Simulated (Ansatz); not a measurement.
`[AlH2][NH][AlH2]` + NH₃ → `[NH2][AlH2]` + `[NH2][AlH2]` at 600 K and 1 bar (ligand exchange at the Al–N bond).

Gas-phase electronic energies from Ansatz, PBE0-D4/def2-TZVP geometries. CCSD(T)/CBS is the MP2 limit (def2-TZVPP, def2-QZVPP) plus CCSD(T) − MP2 in def2-TZVPP, frozen cores. This one scheme is used for every species.

| species | CCSD(T)/CBS energy (Eh) | H − E (kJ/mol) | S (J/(mol·K)) |
| --- | --- | --- | --- |
| `[AlH2][NH][AlH2]` | -541.78272 | 165.3 | 384.8 |
| NH₃ | -56.50880 | 112.4 | 219.5 |
| `[NH2][AlH2]` | -299.14566 | 138.4 | 304.9 |
| `[NH2][AlH2]` | -299.14566 | 138.4 | 304.9 |

H − E and S are ideal-gas, rigid-rotor, harmonic terms from PBE0-D4/def2-TZVP. 1 Eh = 2625.50 kJ/mol, R = 8.31446 J/(mol·K).

**Question.** By hand: ΔE, ΔH, ΔS and ΔG.

**Answer.** ΔE = (-299.14566) + (-299.14566) − (-541.78272) − (-56.50880) = 0.00020 Eh = 0.5 kJ/mol. Δ(H − E) = 138.4 + 138.4 − 165.3 − 112.4 = -0.9, so ΔH = -0.4 kJ/mol. ΔS = 304.9 + 304.9 − 384.8 − 219.5 = 5.5 J/(mol·K). ΔG = -0.4 − 600 × (5.5)/1000 = -3.7 kJ/mol.

**Question.** By hand: the equilibrium constant, and the temperature at which ΔG would vanish if ΔH and ΔS stayed fixed.

**Answer.** log₁₀ K = −ΔG/(RT ln 10) = 0.3. ΔH and −TΔS have one sign here, so there is no such temperature.

TΔS isn't small against ΔH here. The sign of ΔG lies within the doubt. A doubt of 5 kJ/mol in ΔE shifts log₁₀ K by 0.4 here. These are equilibria of isolated gas molecules and say nothing of rates. Largest T1 diagnostic: 0.012 (customary marks: 0.02 for closed shells, 0.045 for open ones).

ΔS is within the doubt of such terms, so its sign, and with it that verdict, could turn.
